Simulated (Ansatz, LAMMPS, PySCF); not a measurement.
## Cohesive energy of diamond-structure Si: levels of theory against measurement

Reference value: 4.68 ± 0.08 eV/atom (measured, from 0 K enthalpies of formation; zero-point vibration energy (9/8 kB θD) added; as tabulated in Csonka et al. (2009), arXiv:0903.4037).

```tsv
level (code)	value (eV/atom)	cell (Å³/atom)
spline MEAM Si_1.meam.spline (LAMMPS)	4.61	20.02
PBE (PySCF)	(withheld)	20.50
PBE-D3(BJ) (Ansatz)	4.87	19.92
r²SCAN+rVV10 (Ansatz)	4.82	20.07
CCSD(T) (PySCF)	4.90 ± 0.2	19.89
```

Task: Some entries are withheld; supply them.

Result: 
- PBE (PySCF), value (eV/atom): 4.56 ± 0.04

Errors against the reference: spline MEAM Si_1.meam.spline -0.07 eV/atom, PBE -0.12 eV/atom, PBE-D3(BJ) +0.19 eV/atom, r²SCAN+rVV10 +0.14 eV/atom, CCSD(T) +0.22 eV/atom.

Once the reference is moved by up to 0.08 eV/atom (a margin picked here for doubts on the reference and the settings) and values within 0.03 eV/atom count as equal, the nearest can be spline MEAM Si_1.meam.spline (-0.07 eV/atom), PBE (-0.12 eV/atom) or r²SCAN+rVV10 (+0.14 eV/atom). Within 0.5 eV/atom: spline MEAM Si_1.meam.spline, PBE, PBE-D3(BJ), r²SCAN+rVV10, CCSD(T).

Published values of wave-function and many-body methods: 4.15 eV/atom (published CCSD value, static lattice, TZVP, extrapolated in k, at the 300 K lattice constant; McClain et al. (2017), arXiv:1701.04832).

Free atoms are spin-polarised, in the lowest state found; at levels without +SOC their spin–orbit coupling is left out.  A ± on a computed value is a rough bar: the spread of its extrapolation, a floor set from checks against published values, or a statistical error. Each level is taken at its own relaxed cell. Cutoffs differ between the levels. Ansatz's density-functional and Hartree–Fock values are scalar-relativistic unless marked +SOC, with PAW data made under PBE.

Empirical potentials (spline MEAM Si_1.meam.spline) are fitted to chosen data: where that held the value shown, agreement is built in, and what lay outside the fit can be far off.

Differences are worked out from the printed values.

Ansatz is a program for electronic structure.
